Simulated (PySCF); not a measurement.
State search for CN

Unrestricted PBE0; basis C pcseg-1, N pcseg-1; no relativity; PySCF 2.14. Outer shells of the fragments: C 2s2 2p2; N 2s2 2p3.

Followed along the bond (rough minima from three points):

| 2Ms+1 | unpaired | ⟨S²⟩ at the start | R at minimum (Å) | Te (eV) |
| --- | --- | --- | --- | --- |
| 2 | σ ↑ | 0.77 | 1.17 | 0.00 |
| 2 | π ↑ | 0.75 | 1.23 | 0.99 |
| 4 | σ ↑, π ↑↑ | 3.76 | 1.35 | 5.07 |
| 6 | σ ↑, π ↑↑↑↑ | 8.75 | none in the scan | ≤ 7.56 |

Solutions found at the starting distance of 1.365 Å, counted from the lowest of them; the search is not exhaustive and high or unbound solutions are not listed, so other states can lie among these:

```csv
2Ms+1,unpaired,term,E (eV),⟨S²⟩,⟨Lz²⟩,μ (D)
2,σ ↑,²Σ⁺,0.00,0.77,0.00,-1.24
2,π ↑,²Π,0.09,0.75,1.01,-0.31
4,"σ ↑, π ↑↑",mixed,3.60,3.76,2.01,-0.99
4,π ↑↑↑,⁴Π,4.32,3.76,1.00,0.88
4,"σ ↑, π ↑↑",mixed,4.49,3.76,2.00,-1.03
2,"σ ↑, π ↑↓",mixed,5.00,1.76,2.01,-1.07
6,"σ ↑, π ↑↑↑↑",⁶Σ⁺,6.82,8.75,0.00,-0.43
4,"σ ↑↑, π ↑",⁴Π,7.37,3.78,1.00,-0.65
6,"σ ↑↑, π ↑↑↑",⁶Π,9.85,8.76,1.00,0.49
```

A term symbol is given only where ⟨S²⟩ and ⟨Lz²⟩ are close to those of a pure state; real π, δ and φ orbitals otherwise mix terms. A positive dipole means C(−)N(+).

Question: Compare the gap between the two lowest followed solutions at the starting distance with the gap between their minima.

Answer: At PBE0 the second solution (doublet, unpaired electrons π ↑) lies +0.09 eV from the first (doublet, unpaired electrons σ ↑) at 1.365 Å and +0.99 eV at the minima; the two curves relax by different amounts, since their minima lie near 1.23 and 1.17 Å.

Counting both spins, an empty level lies below a filled one in some of these solutions, because spin and occupation are held.
